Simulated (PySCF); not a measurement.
1,2-dichloropropane, C3H6Cl2.
Geometry (PBE0-D3(BJ)/def2-SVP, Å), atoms numbered from 1 in this order:
```
atom  x, y, z in Å
C1    -1.2473   -0.3686   -0.0709
C2    -0.0635    0.5695   -0.0568
Cl3   -0.2173    1.7376    1.3112
C4     1.2807   -0.1122    0.1173
Cl5    1.6422   -1.1710   -1.2772
H6    -1.1428   -1.0785   -0.9051
H7    -2.1841    0.1906   -0.1976
H8    -1.3035   -0.9363    0.8701
H9    -0.0404    1.1847   -0.9682
H10    2.0849    0.6314    0.1836
H11    1.2892   -0.7326    1.0245
```

Method used: delta-SCF UKS SCAN, pcX-2 on the ionised atom, pcseg-1 elsewhere, spin-free X2C in PySCF. The ground state was rerun for each ionised atom, in the same mixed basis as its hole state.

```json
{"ionised atom": "C1", "basis functions": "139", "E(ground) (Eh)": "-1040.90263", "E(ionised) (Eh)": "-1030.19943"}
{"ionised atom": "C2", "basis functions": "139", "E(ground) (Eh)": "-1040.90588", "E(ionised) (Eh)": "-1030.14710"}
{"ionised atom": "C4", "basis functions": "139", "E(ground) (Eh)": "-1040.90525", "E(ionised) (Eh)": "-1030.14932"}
{"ionised atom": "Cl3", "basis functions": "150", "E(ground) (Eh)": "-1041.07359", "E(ionised) (Eh)": "-937.12410"}
{"ionised atom": "Cl5", "basis functions": "150", "E(ground) (Eh)": "-1041.07399", "E(ionised) (Eh)": "-937.11703"}
```

**Question.** What are the 1s binding energies?

**Answer.** E(ionised) − E(ground), at 27.2114 eV a hartree:

| atom | environment | difference (Eh) | binding energy (eV) |
| --- | --- | --- | --- |
| C1 | methyl carbon | 10.70320 | 291.25 |
| C2 | sp3 C–Cl carbon | 10.75878 | 292.76 |
| C4 | sp3 C–Cl carbon | 10.75593 | 292.68 |
| Cl3 | alkyl chlorine | 103.94949 | 2828.61 |
| Cl5 | alkyl chlorine | 103.95696 | 2828.81 |

**Question.** How much do the ground-state energies differ, and what would follow from using one of them for all holes?

**Answer.** They run from -1041.0740 Eh (core basis on Cl5) to -1040.9026 Eh (on C1), 0.1714 Eh or 4.66 eV apart, though the state is the same; only basis and grid differ. Pairing the ion of C1 with the ground state of Cl5 would put its binding energy 4.66 eV too high.

Only 1s holes are shown. Isolated species at its PBE0-D3(BJ)/def2-SVP geometry (one conformer only).

The run took 37 s on one thread of an AMD EPYC 7B13, no GPU, shared host with 64 logical CPUs at a one-minute load of 11, and the process peaked at 0.47 GiB of memory.
